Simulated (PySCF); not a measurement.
# LiF: changing the method

Aim: see what other levels and later steps give for LiF.

The runs use PySCF 2.14.0; each script names its method and basis.

2 further runs of the same task are left out: 2 that didn't finish.

**1. The system as given**

LiF: 2 atoms, charge 0, spin multiplicity 1.

Bond lengths: Li1–F2 1.855 Å.

**2. Base script**

Input file input.py:

```python
from pyscf import gto, scf, mp

mol = gto.M(
    atom='Li 0 0 0; F 0 0 1.855',
    basis='cc-pcvdz',
    charge=0,
    spin=0,
    verbose=4,
)
mf = scf.RHF(mol)
mf = mf.density_fit(auxbasis='def2-universal-jkfit')
mf.kernel()
mp.MP2(mf, frozen=1).kernel()
mf.dip_moment()
print('orbital energies (hartree):', mf.mo_energy[..., max(0, mol.nelec[1]-3):mol.nelec[0]+3].round(4))
```

Launch:

```console
> python input.py
```

**3. Bhandhlyp (RKS)**

Run 1 changes functional: none (Hartree–Fock) → bhandhlyp; SCF type: RHF → RKS; step after the SCF: mp2 → analyze.

Input file input.py:

```python
from pyscf import gto, dft

mol = gto.M(
    atom='Li 0 0 0; F 0 0 1.855',
    basis='cc-pcvdz',
    charge=0,
    spin=0,
    verbose=4,
)
mf = dft.RKS(mol, xc='bhandhlyp')
mf = mf.density_fit(auxbasis='def2-universal-jkfit')
mf.kernel()
mf.analyze()
print('orbital energies (hartree):', mf.mo_energy[..., max(0, mol.nelec[1]-3):mol.nelec[0]+3].round(4))
```

**4. NEVPT2**

Run 2 changes step after the SCF: mp2 → nevpt2; active space: none → 2 electrons in 4 orbitals.

input.py: that of step 2 with these lines changed.

```diff
@@ -1,2 +1,2 @@
-from pyscf import gto, scf, mp
+from pyscf import gto, scf, mcscf, mrpt
 
@@ -12,3 +12,6 @@
 mf.kernel()
-mp.MP2(mf, frozen=1).kernel()
+mc = mcscf.CASSCF(mf, 4, 2)
+mc.kernel()
+mc.analyze()
+mrpt.NEVPT(mc).kernel()
 mf.dip_moment()
```

**5. Hse06 (RKS)**

Run 3 changes functional: none (Hartree–Fock) → hse06; SCF type: RHF → RKS; step after the SCF: mp2 → analyze.

Input file input.py:

```python
from pyscf import gto, dft

mol = gto.M(
    atom='Li 0 0 0; F 0 0 1.855',
    basis='cc-pcvdz',
    charge=0,
    spin=0,
    verbose=4,
)
mf = dft.RKS(mol, xc='hse06')
mf = mf.density_fit(auxbasis='def2-universal-jkfit')
mf.kernel()
mf.analyze()
print('orbital energies (hartree):', mf.mo_energy[..., max(0, mol.nelec[1]-3):mol.nelec[0]+3].round(4))
```

**6. Frozen orbitals none**

Run 4 changes frozen orbitals: 1 → none.

input.py: that of step 2 with these lines changed.

```diff
@@ -12,3 +12,3 @@
 mf.kernel()
-mp.MP2(mf, frozen=1).kernel()
+mp.MP2(mf).kernel()
 mf.dip_moment()
```

**7. Population analysis**

Run 5 changes step after the SCF: mp2 → analyze.

Input file input.py:

```python
from pyscf import gto, scf

mol = gto.M(
    atom='Li 0 0 0; F 0 0 1.855',
    basis='cc-pcvdz',
    charge=0,
    spin=0,
    verbose=4,
)
mf = scf.RHF(mol)
mf = mf.density_fit(auxbasis='def2-universal-jkfit')
mf.kernel()
mf.analyze()
print('orbital energies (hartree):', mf.mo_energy[..., max(0, mol.nelec[1]-3):mol.nelec[0]+3].round(4))
```

**8. SCF alone**

Run 6 changes step after the SCF: mp2 → none.

input.py: that of step 2 with these lines changed.

```diff
@@ -1,2 +1,2 @@
-from pyscf import gto, scf, mp
+from pyscf import gto, scf
 
@@ -12,3 +12,2 @@
 mf.kernel()
-mp.MP2(mf, frozen=1).kernel()
 mf.dip_moment()
```

**Question.** What will these runs give? Wanted: for each run, E(SCF); from base; gap; SCF dipole; after the SCF.

**Answer**, as computed:

```
                 run  E(SCF) (hartree)  from base (eV)  cycles  gap (eV)  SCF dipole (D)                                                                 after the SCF
                base       -106.929088               0       8     11.38            7.60                                        MP2 correlation -6.528 eV, core frozen
     bhandhlyp (RKS)       -107.367827  not comparable       8      7.46            7.23                                                                           n/a
              NEVPT2       -106.929088          0.0000       8     11.38            7.60  NEVPT2 correlation -7.424 eV (from the SCF energy, the CASSCF gain included)
         hse06 (RKS)       -107.302738  not comparable       8      4.74            7.02                                                                           n/a
frozen orbitals none       -106.929088          0.0000       8     11.38            7.60                                                     MP2 correlation -7.527 eV
 population analysis       -106.929088          0.0000       8     11.38            7.60                                                                           n/a
           SCF alone       -106.929088          0.0000       8     11.38            7.60                                                                           n/a
```

What this shows: Total energies of different functionals can't be compared with each other; differences within one functional can. The dearest run is “NEVPT2”, at 7.8 s against 0.57 s.
